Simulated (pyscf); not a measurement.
This saddle point was located with ωB97X-D3(BJ)/def2-SVP in PySCF.

```xyz
10

Ge    -0.3772     0.8887    -0.4782
Ge    -0.4333    -1.1373     1.4580
H      0.9330     1.4777     0.0356
H     -1.1341     1.8487    -1.4060
H     -0.1920    -0.4271    -1.2583
H      1.0729    -1.3048     1.1780
H     -1.1648    -2.2915     0.7484
H     -0.6356    -1.3082     2.9793
F     -1.7405     1.4930     0.9266
H     -1.3220     0.5008     1.2838
```

Surface: singlet, charge 0. Lowest wavenumbers (cm⁻¹): 1042i, 99, 174, 206, 314.

Task: Which two sides does it connect, and which bonds change?

Result: H₃Ge–GeH₃ + HF ⇌ F–GeH₃ + GeH₄, a four-centre exchange read from left to right: Ge–Ge, F–H broken and F–Ge, Ge–H formed. At ωB97M-D3(BJ)/def2-TZVP it lies +1.89 eV from the left side and +2.22 eV from the right (each side as separated species at their lowest minima found). This is the saddle that the search found; another between the same sides may lie lower. Elements up to Kr have no core potential and no relativistic terms here.
